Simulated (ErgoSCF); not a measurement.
**A workflow on SF (Monosulfur monofluoride)**

Wanted: a single-point energy (doublet SF, UPBE/cc-pVDZ), then the energy (singlet SF+, UPBE/cc-pVDZ), then the energy (doublet SF, UPBE/cc-pVDZ), then the energy (singlet SF+, UPBE/cc-pVDZ), then a single-point energy (doublet SF, UPBE/cc-pVDZ), then a single-point energy (singlet SF+, UPBE/cc-pVDZ) of FS. The setting varied is the sparse threshold. 

Program for the calculation: ErgoSCF 3.8.

8 further runs of the same task are left out: 8 set aside as unsound or not needed.

### 1 The system as given

The species is SF (2 atoms), meant as a doublet with charge 0. As SMILES, `F[S]`. The shape is that of a PBE0-D4/def2-TZVP optimisation.

Bond lengths: F1–S2 1.594 Å.

### 2 A single-point energy at UPBE/cc-pVDZ (sparse threshold 1e-06) (run 1)

job.ego reads:

```
set_nthreads(1)
molecule_inline Angstrom
F  0.000000 0.000000 0.016120
S  0.000000 0.000000 1.610410
EOF
scf.output_mulliken_pop = 1
basis = "cc-pVDZ"
tmpdir = "."
spin_polarization = 1
scf.max_number_of_iterations = 70
scf.convergence_threshold = 1e-06
mat.sparse_threshold = 1e-06
run "PBE"
```

The basis set cc-pVDZ is read from a file made from the Basis Set Exchange's data (not shown).

Started as:

```sh
ergo job.ego
```

The program printed:

```text
[...]
INDF Weighted mixed functional:
[...]
INSC Energy   1 =       -273.79454914258
[...]
ERDE Error in purification: Puri->info.converged() returned false.
ERDE get_dens_from_fock  (GetDensFromFock class) : error while getting density matrix; trying with diagonalization instead.
[...]
INDE PURIFICATION CONVERGED after 46 iterations
[...]
INDE PURIFICATION CONVERGED after 51 iterations
[...]
INDE PURIFICATION CONVERGED after 50 iterations
[...]
INDE E(LUMO) - E(HOMO) <=          0.00741506594 =          0.20177422423 eV
[...]
INSC Energy  29 =       -497.69359579219  ( diff     -0.000000000021714 )
[...]
RESC CONVERGED after  29 iterations.
RESC FINAL ENERGY:       -497.69359579219
RESC FINAL <S2> =          0.75183872021
[...]
INSC SCF: dipole_moment_x [atomic units] =      -0.00000000
INSC SCF: dipole_moment_y [atomic units] =       0.00000000
INSC SCF: dipole_moment_z [atomic units] =       0.26263511
[...]
```

Standard output:

```text
Inline main molecule with 2 atoms.
Error in AllocatorManager destructor: not empty.
```

Wall time 6.9 s (1 thread of Arm Neoverse V2, shared host).

### 3 The singlet cation: a single-point energy at UPBE/cc-pVDZ (sparse threshold 1e-06) (run 2)

ergo.in reads:

```
set_nthreads(1)
scf.output_mulliken_pop = 1
tmpdir = "."
mat.sparse_threshold = 1e-06
scf.convergence_threshold = 1e-06
scf.force_unrestricted = 1
basis = "cc-pVDZ"
charge = 1
scf.max_number_of_iterations = 70
molecule_inline Angstrom
F  0.000000 0.000000 0.016120
S  0.000000 0.000000 1.610410
EOF
run "PBE"
```

The basis set cc-pVDZ is read from a file made from the Basis Set Exchange's data (not shown).

Started as:

```sh
ergo ergo.in
```

The program printed:

```text
[...]
INDF Weighted mixed functional:
[...]
INSC Energy   1 =       -266.92233285847
[...]
INDE PURIFICATION CONVERGED after 47 iterations
[...]
INDE PURIFICATION CONVERGED after 47 iterations
[...]
ERDE Error in purification: Puri->info.converged() returned false.
ERDE get_dens_from_fock  (GetDensFromFock class) : error while getting density matrix; trying with diagonalization instead.
[...]
ERDE Error in purification: Puri->info.converged() returned false.
ERDE get_dens_from_fock  (GetDensFromFock class) : error while getting density matrix; trying with diagonalization instead.
[...]
ERDE Error in purification: Puri->info.converged() returned false.
ERDE get_dens_from_fock  (GetDensFromFock class) : error while getting density matrix; trying with diagonalization instead.
[...]
INDE PURIFICATION CONVERGED after 40 iterations
[...]
INDE E(LUMO) - E(HOMO) <=          0.05627461015 =          1.53131015986 eV
[...]
INSC Energy  29 =       -497.31471621692  ( diff     -0.000000000023192 )
[...]
RESC CONVERGED after  29 iterations.
RESC FINAL ENERGY:       -497.31471621692
RESC FINAL <S2> =          1.00493224717
[...]
INSC SCF: dipole_moment_x [atomic units] =      -0.00000000
INSC SCF: dipole_moment_y [atomic units] =       0.00000000
INSC SCF: dipole_moment_z [atomic units] =       2.85447865
[...]
```

Standard output:

```text
Inline main molecule with 2 atoms.
Error in AllocatorManager destructor: not empty.
```

Run time: 6.9 s. Hardware: 1 thread of Arm Neoverse V2, shared host.

Runs 3 to 4 aren't shown in full; the table further down has their settings and results.

### 4 A single-point energy at UPBE/cc-pVDZ (sparse threshold 1e-10) (run 5)

Changes to job.ego since step 2:

```diff
@@ -11,3 +11,3 @@
 scf.convergence_threshold = 1e-06
-mat.sparse_threshold = 1e-06
+mat.sparse_threshold = 1e-10
 run "PBE"
```

The basis set cc-pVDZ is read from a file made from the Basis Set Exchange's data (not shown).

Started as:

```sh
ergo job.ego
```

The program printed:

```text
[...]
INDF Weighted mixed functional:
[...]
INSC Energy   1 =       -273.79454914258
[...]
ERDE Error in purification: Puri->info.converged() returned false.
ERDE get_dens_from_fock  (GetDensFromFock class) : error while getting density matrix; trying with diagonalization instead.
[...]
INDE PURIFICATION CONVERGED after 46 iterations
[...]
INDE PURIFICATION CONVERGED after 51 iterations
[...]
INDE PURIFICATION CONVERGED after 50 iterations
[...]
INDE E(LUMO) - E(HOMO) <=          0.00741506594 =          0.20177422423 eV
[...]
INSC Energy  29 =       -497.69359579219  ( diff     -0.000000000021714 )
[...]
RESC CONVERGED after  29 iterations.
RESC FINAL ENERGY:       -497.69359579219
RESC FINAL <S2> =          0.75183872021
[...]
INSC SCF: dipole_moment_x [atomic units] =      -0.00000000
INSC SCF: dipole_moment_y [atomic units] =       0.00000000
INSC SCF: dipole_moment_z [atomic units] =       0.26263511
[...]
```

The script printed:

```text
Inline main molecule with 2 atoms.
Error in AllocatorManager destructor: not empty.
```

Wall time 6.9 s (1 thread of Arm Neoverse V2, shared host).

### 5 The singlet cation: a single-point energy at UPBE/cc-pVDZ (sparse threshold 1e-10) (run 6)

Changes to ergo.in since step 3:

```diff
@@ -3,3 +3,3 @@
 tmpdir = "."
-mat.sparse_threshold = 1e-06
+mat.sparse_threshold = 1e-10
 scf.convergence_threshold = 1e-06
```

The basis set cc-pVDZ is read from a file made from the Basis Set Exchange's data (not shown).

Started as:

```sh
ergo ergo.in
```

The program printed:

```text
[...]
INDF Weighted mixed functional:
[...]
INSC Energy   1 =       -266.92233285847
[...]
INDE PURIFICATION CONVERGED after 47 iterations
[...]
INDE PURIFICATION CONVERGED after 47 iterations
[...]
ERDE Error in purification: Puri->info.converged() returned false.
ERDE get_dens_from_fock  (GetDensFromFock class) : error while getting density matrix; trying with diagonalization instead.
[...]
ERDE Error in purification: Puri->info.converged() returned false.
ERDE get_dens_from_fock  (GetDensFromFock class) : error while getting density matrix; trying with diagonalization instead.
[...]
ERDE Error in purification: Puri->info.converged() returned false.
ERDE get_dens_from_fock  (GetDensFromFock class) : error while getting density matrix; trying with diagonalization instead.
[...]
INDE PURIFICATION CONVERGED after 40 iterations
[...]
INDE E(LUMO) - E(HOMO) <=          0.05627461015 =          1.53131015986 eV
[...]
INSC Energy  29 =       -497.31471621692  ( diff     -0.000000000023192 )
[...]
RESC CONVERGED after  29 iterations.
RESC FINAL ENERGY:       -497.31471621692
RESC FINAL <S2> =          1.00493224717
[...]
INSC SCF: dipole_moment_x [atomic units] =      -0.00000000
INSC SCF: dipole_moment_y [atomic units] =       0.00000000
INSC SCF: dipole_moment_z [atomic units] =       2.85447865
[...]
```

On the terminal:

```text
Inline main molecule with 2 atoms.
Error in AllocatorManager destructor: not empty.
```

Wall time 6.9 s (1 thread of Arm Neoverse V2, shared host).

### 6 The series

| run | level | sparse threshold | partner | energy (Eh) | ⟨S²⟩ | wall time |
| --- | --- | --- | --- | --- | --- | --- |
| 1 | UPBE/cc-pVDZ (sparse threshold 1e-06) | 1e-06 | base | -497.693596 | 0.752 | 6.9 s |
| 2 | UPBE/cc-pVDZ (sparse threshold 1e-06) | 1e-06 | cation | -497.314716 | 1.005 | 6.9 s |
| 3 | UPBE/cc-pVDZ (sparse threshold 1e-08) | 1e-08 | base | -497.693596 | 0.752 | 7.2 s |
| 4 | UPBE/cc-pVDZ (sparse threshold 1e-08) | 1e-08 | cation | -497.314716 | 1.005 | 6.9 s |
| 5 | UPBE/cc-pVDZ (sparse threshold 1e-10) | 1e-10 | base | -497.693596 | 0.752 | 6.9 s |
| 6 | UPBE/cc-pVDZ (sparse threshold 1e-10) | 1e-10 | cation | -497.314716 | 1.005 | 6.9 s |

### 7 What came out

| quantity | value |
| --- | --- |
| singlet cation, run 6: total energy | -497.31472 Eh |
| singlet cation, run 6: ⟨S²⟩ | 1.005 |
| vertical ionisation energy (to the singlet cation), UPBE/cc-pVDZ (run 1, sparse threshold 1e-06) | 10.310 eV |
| vertical ionisation energy (to the singlet cation), UPBE/cc-pVDZ (run 3, sparse threshold 1e-08) | 10.310 eV |
| vertical ionisation energy (to the singlet cation), UPBE/cc-pVDZ (run 5, sparse threshold 1e-10) | 10.310 eV |

At UPBE/cc-pVDZ: the vertical ionisation energy comes to 10.31 eV (995 kJ/mol). Only the singlet of the ionised species was computed; a triplet could lie lower. Its partner is spin-contaminated (⟨S²⟩ = 1.00 against 0.00), so the difference is in doubt. At UPBE/cc-pVDZ: removing an electron at fixed nuclei costs 10.31 eV (238 kcal/mol). Spin contamination of the reference: run 2 ⟨S²⟩ = 1.00, run 4 ⟨S²⟩ = 1.00, run 6 ⟨S²⟩ = 1.00. Where it is this large, the reference is a mixture of spin states, and values that rest on it are in doubt. All runs together took 42 s, the longest 7.2 s.
